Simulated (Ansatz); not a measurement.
# CCSD(T)/cc-pVDZ run of C4H7N (SMILES CC=C=CN)

What is the vertical singlet–triplet gap of C4H7N at CCSD(T)/cc-pVDZ? 

The calculation is run with Ansatz 0.2.0.

31 further runs of the same task are left out: 31 set aside as unsound or not needed. Runs told in other sessions of the task aren't counted.

### Step 1. Starting point

The species is C4H7N (12 atoms), meant as a singlet with charge 0. As SMILES, `CC=C=CN`. The shape is that of a PBE0-D4/def2-TZVP optimisation. This is one conformer, not always the lowest.

Bond lengths: C1–C2 1.498 Å, C2–C3 1.304 Å, C3–C4 1.308 Å, C4–N5 1.399 Å, C1–H6 1.095 Å, C1–H7 1.095 Å, C1–H8 1.090 Å, C2–H9 1.092 Å, C4–H10 1.088 Å, N5–H11 1.009 Å, N5–H12 1.009 Å. Some angles: C1–C2–C3 125.4°, C2–C3–C4 177.7°, C3–C4–N5 126.6°, C1–C2–H9 116.0°, C3–C2–H9 118.6°, C2–C1–H6 110.8°, C2–C1–H7 110.7°, C2–C1–H8 111.2°, C3–C4–H10 119.1°, N5–C4–H10 114.2°.

### Step 2. The energy at CCSD(T)/cc-pVDZ

The input, in.yaml:

```yaml
crystal:
  periodic: [false, false, false]
  atoms:
    - {symbol: C, position_ang: [-1.535100, -0.098500, 1.478800]}
    - {symbol: C, position_ang: [-0.109700, -0.395400, 1.125300]}
    - {symbol: C, position_ang: [0.522000, 0.069700, 0.084200]}
    - {symbol: C, position_ang: [1.201800, 0.525100, -0.935700]}
    - {symbol: N, position_ang: [1.393900, -0.117700, -2.163800]}
    - {symbol: H, position_ang: [-2.123200, -1.020200, 1.530100]}
    - {symbol: H, position_ang: [-1.598600, 0.373400, 2.464300]}
    - {symbol: H, position_ang: [-1.993500, 0.566200, 0.746400]}
    - {symbol: H, position_ang: [0.426100, -1.055200, 1.810500]}
    - {symbol: H, position_ang: [1.741600, 1.463900, -0.834900]}
    - {symbol: H, position_ang: [1.398100, 0.515000, -2.949800]}
    - {symbol: H, position_ang: [0.753400, -0.881400, -2.321100]}
basis:
  gaussian: {orbitals: cc-pVDZ}
magnetization: {spin_polarized: false, initial_magnetization: 0}
correlation: {method: ccsd_t, frozen_orbitals: {C: 1, H: 0, "N": 1}}
accuracy: high
scf: {omitted_lower_state_checks: [cluster_reference, increment]}
```

On the command line:

```sh
$ ansatz run in.yaml --threads 1 --pin off --max-ram 2610MiB --events-out events.jsonl --progress --plain --runs-dir runs
```

Standard output, cut to the lines that bear on the results:

```text
Warning: RAYON_NUM_THREADS=1 ignored (pool sized by the plan → 1); use --threads N
Functional definition: HF
  name "HF"
[...]
2525 factors; integrals over basis functions are off by at most 5.8e-9 eV
[...]
mean field -5712.88012045 eV, -209.9444720975 hartree, gradient 1.4e-8 eV, S^2 0.000000; 0 other end points of the search recorded, 0 dependent functions left out
5 core orbitals not correlated: weight in the atoms' cores, before any rotation towards them, 1.000 or more for the frozen orbitals, at most 0.000 for the correlated occupied ones
reference -5712.88012045 eV, -209.9444720975 hartree; 14, 14 occupied and 86, 86 virtual orbitals, 2525 factors
second order -19.11076711 eV of doubles, -0.00000000 eV of singles
cycle   1  -19.84491657 eV  change   -7.3e-1 eV  update   9.9e-2
[...]
cycle  24  -20.50549728 eV  change   -1.0e-9 eV  update  4.9e-10
perturbative correction -0.72419626 eV, -0.0266137217 hartree
Total energy: -5734.10981400 eV, -210.7246489451 hartree
Checks for a lower state left out: cluster_reference, increment
```

It took 53 s on 1 thread of Arm Neoverse V2, shared host; peak memory 0.92 GiB.

### Step 3. The triplet at the same level

The input, molecule.yaml:

```yaml
crystal:
  periodic: [false, false, false]
  atoms:
    - symbol: C
      position_ang: [-1.535100, -0.098500, 1.478800]
    - symbol: C
      position_ang: [-0.109700, -0.395400, 1.125300]
    - symbol: C
      position_ang: [0.522000, 0.069700, 0.084200]
    - symbol: C
      position_ang: [1.201800, 0.525100, -0.935700]
    - symbol: "N"
      position_ang: [1.393900, -0.117700, -2.163800]
    - symbol: H
      position_ang: [-2.123200, -1.020200, 1.530100]
    - symbol: H
      position_ang: [-1.598600, 0.373400, 2.464300]
    - symbol: H
      position_ang: [-1.993500, 0.566200, 0.746400]
    - symbol: H
      position_ang: [0.426100, -1.055200, 1.810500]
    - symbol: H
      position_ang: [1.741600, 1.463900, -0.834900]
    - symbol: H
      position_ang: [1.398100, 0.515000, -2.949800]
    - symbol: H
      position_ang: [0.753400, -0.881400, -2.321100]
basis:
  gaussian: {orbitals: cc-pVDZ}
correlation: {method: ccsd_t, frozen_orbitals: {C: 1, H: 0, "N": 1}}
accuracy: high
magnetization: {spin_polarized: true, initial_magnetization: 2}
scf: {omitted_lower_state_checks: [cluster_reference, increment]}
```

On the command line:

```sh
$ ansatz run molecule.yaml --threads 1 --pin off --max-ram 2610MiB --events-out events.jsonl --progress --plain --runs-dir runs
```

Standard output, cut to the lines that bear on the results:

```text
Warning: RAYON_NUM_THREADS=1 ignored (pool sized by the plan → 1); use --threads N
[... 2 set-up lines as earlier in the session ...]
[...]
2525 factors; integrals over basis functions are off by at most 5.8e-9 eV
[...]
mean field -5709.17799886 eV, -209.8084216383 hartree, gradient 2.7e-8 eV, S^2 2.175187; 3 other end points of the search recorded, 0 dependent functions left out
5 core orbitals not correlated: weight in the atoms' cores, before any rotation towards them, 1.000 or more for the frozen orbitals, at most 0.000 for the correlated occupied ones
reference -5709.17799886 eV, -209.8084216383 hartree; 15, 13 occupied and 85, 87 virtual orbitals, 2525 factors
second order -17.88910032 eV of doubles, -0.00000000 eV of singles
cycle   1  -18.89515790 eV  change    -1.0e0 eV  update   1.1e-1
[...]
cycle  37  -19.73468382 eV  change   8.3e-10 eV  update   2.2e-9
perturbative correction -0.65108840 eV, -0.0239270575 hartree
Total energy: -5729.56377108 eV, -210.5575849495 hartree
Checks for a lower state left out: cluster_reference, increment
```

Run time: 3.9 min. Hardware: 1 thread of Arm Neoverse V2, shared host; peak memory 2 GiB.

### Step 4. Summary of results

Level: CCSD(T)/cc-pVDZ, 5 core orbitals frozen.

| quantity | value |
| --- | --- |
| singlet: total energy | -210.72465 Eh |
| singlet: correlation energy (5 core orbitals frozen) | -780.2 mEh |
| singlet: (T) correction | -26.61 mEh |
| singlet: T1 diagnostic | 0.011 |
| triplet: total energy | -210.55758 Eh |
| triplet: correlation energy (5 core orbitals frozen) | -749.2 mEh |
| triplet: (T) correction | -23.93 mEh |
| triplet: ⟨S²⟩ of the reference determinant | 2.175 |
| triplet: T1 diagnostic | 0.031 |
| vertical energy of the triplet above the singlet | 4.546 eV |

In words: At this shape the triplet lies 4.55 eV (439 kJ/mol) above the singlet. The triples (singlet) make up 3.4 % of the correlation energy. ⟨S²⟩ (triplet) is 2.18 where a pure triplet has 2.00: the reference is spin-contaminated. The triples (triplet) make up 3.2 % of the correlation energy.
